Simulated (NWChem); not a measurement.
**hydrogen sulfide (H₂S)**

SMILES: S
```xyz
3

S      0.0000     0.0000     0.1056
H     -0.9740     0.0000    -0.8447
H      0.9740     0.0000    -0.8447
```
Charge 0, spin multiplicity 1.

All runs are NWChem calculations. The geometry was optimised at PBE/def2-SVP, a minimum by its harmonic frequencies.

Symmetry labels belong to the abelian group C2v used in the runs, with the axes of the coordinates shown.

Task: List the lowest 6 singlet excitations that TD-PBE/def2-SVPD gives, with oscillator strengths.

Result: 
```tsv
state	symmetry	energy (eV)	wavelength (nm)	f
1	b2	5.77	215	0.064
2	a2	5.92	209	0.000
3	a2	7.36	169	0.000
4	b2	7.66	162	0.003
5	a1	8.17	152	0.006
6	a1	8.66	143	0.121
```
